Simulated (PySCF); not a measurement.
Molecule: SMILES CC(C)C(=O)O, C₄H₈O₂.

Mapped SMILES: `[CH3:1][CH:2]([CH3:3])[C:4](=[O:5])[OH:6]`. Hydrogens are named by the atom that carries them.

Geometry PBE0-D3(BJ)/def2-SVP throughout; GIAO in PySCF 2.14, gas phase, one conformer, non-relativistic; equivalent atoms averaged; functional PBE0.

**Question.** How do the absolute shieldings σ depend on the basis set? (ppm; last column core-seconds on shared hosts with different chips, so compare them loosely)

**Answer.** 
| basis set | functions | C4 | C2 | C1/C3 | O5 | O6 | H(O6) | H(C2) | H(C1)/H(C3) | core-s |
| --- | --- | --- | --- | --- | --- | --- | --- | --- | --- | --- |
| STO-3G | 38 | 116.3 | 202.5 | 212.7 | -55.8 | 215.2 | 27.38 | 30.69 | 31.49 | 3.2 |
| 6-31G | 70 | 27.7 | 165.7 | 179.5 | -91.1 | 133.8 | 27.43 | 29.96 | 31.27 | 6 |
| pcSseg-0 | 70 | 1.5 | 158.9 | 171.6 | -138.1 | 125.8 | 27.89 | 30.19 | 31.38 | 5 |
| 6-31G* | 100 | 30.4 | 162.5 | 175.1 | -54.0 | 148.6 | 26.84 | 29.50 | 30.78 | 8.7 |
| def2-SVP | 124 | 23.6 | 162.1 | 174.7 | -63.0 | 151.9 | 26.26 | 29.19 | 30.33 | 11 |
| cc-pVDZ | 124 | 26.6 | 161.4 | 176.6 | -62.4 | 151.1 | 26.48 | 29.09 | 30.22 | 9.9 |
| pcSseg-1 | 142 | 4.4 | 150.5 | 164.4 | -100.7 | 124.6 | 25.68 | 29.01 | 30.09 | 21 |
| 6-311+G(2d,p) | 210 | 7.7 | 151.6 | 167.4 | -83.3 | 127.6 | 26.19 | 28.98 | 30.37 | 26 |
| aug-cc-pVDZ | 210 | 21.1 | 159.6 | 176.2 | -56.1 | 146.1 | 25.84 | 28.86 | 30.17 | 22 |
| def2-TZVP | 234 | 6.3 | 151.3 | 166.8 | -86.3 | 128.4 | 26.13 | 28.98 | 30.35 | 31 |
| IGLO-III | 290 | 0.0 | 147.6 | 163.7 | -94.4 | 122.7 | 25.78 | 28.83 | 30.21 | 34 |
| cc-pVTZ | 292 | 8.5 | 152.6 | 167.7 | -84.4 | 131.2 | 25.74 | 28.81 | 30.14 | 35 |
| pcSseg-2 | 328 | -1.3 | 147.7 | 163.6 | -96.1 | 122.9 | 25.48 | 28.73 | 30.08 | 46 |

**Question.** Which nucleus moves most, in ppm?

**Answer.** C4 (carboxylic acid carbon): from -1.3 ppm with pcSseg-2 to 116.3 ppm with STO-3G. The smallest spread is 1.41 ppm, at H(C1)/H(C3). Proton shifts span only some 12 ppm, so a few tenths of a ppm matter as much there as several ppm in carbon.

**Question.** Taking the largest basis, pcSseg-2 (328 functions), as the yardstick, rank the others by their worst heavy-atom deviation.

**Answer.** IGLO-III 1.8 ppm (290 functions), pcSseg-1 5.7 ppm (142 functions), def2-TZVP 9.9 ppm (234 functions), cc-pVTZ 11.7 ppm (292 functions), 6-311+G(2d,p) 12.8 ppm (210 functions), 6-31G 28.9 ppm (70 functions), def2-SVP 33.1 ppm (124 functions), cc-pVDZ 33.7 ppm (124 functions), aug-cc-pVDZ 40.0 ppm (210 functions), pcSseg-0 42.0 ppm (70 functions), 6-31G* 42.1 ppm (100 functions), STO-3G 117.6 ppm (38 functions).

A small basis that lands close on one nucleus may do so by chance; judge by the trend and by all nuclei.
